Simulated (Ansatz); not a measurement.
Relaxation of CH₃AlF (6 atoms, charge -1, multiplicity 1), to a largest force component of 0.015 eV/Å in at most 40 steps.

Computed with RKS B3LYP/def2-SVP (Ansatz 0.2.0).

```xyz
6
Properties=species:S:1:pos:R:3
C -0.387 0.172 -1.172
Al 0.442 0.040 0.534
F 2.011 -0.562 0.890
H -1.273 0.839 -1.042
H -0.844 -0.838 -1.326
H 0.050 0.350 2.117
```

Q: Where does it end, and by what steps?

A: The forces met the threshold. Limits of this set-up: an anion without diffuse functions, the dipole of an ion depends on the origin. After 9 steps the energy has fallen by 0.720 eV; H5 moved furthest, 0.70 Å.

```csv
step,energy less start (eV),largest force component (eV/Å),accepted
0,0.0000,0.902,yes
1,-0.2355,1.189,yes
2,-0.3808,1.704,yes
3,-0.5398,1.599,yes
4,-0.6436,1.522,yes
5,-0.6808,0.442,yes
6,-0.6899,0.749,yes
7,-0.7202,0.064,yes
8,-0.7203,0.042,yes
9,-0.7205,0.006,yes
```

```xyz
6
Properties=species:S:1:pos:R:3
C -0.596 0.013 -0.846
Al 0.448 -0.001 0.654
F 1.913 -0.881 0.836
H -1.528 0.602 -0.898
H -0.406 -0.533 -1.784
H 0.170 0.800 2.038
```

Whether the end is a true minimum wasn't checked by a vibrational analysis.

Run time: 18 s on 1 thread of Arm Neoverse V1, with other jobs on the host, peak memory 0.13 GiB.
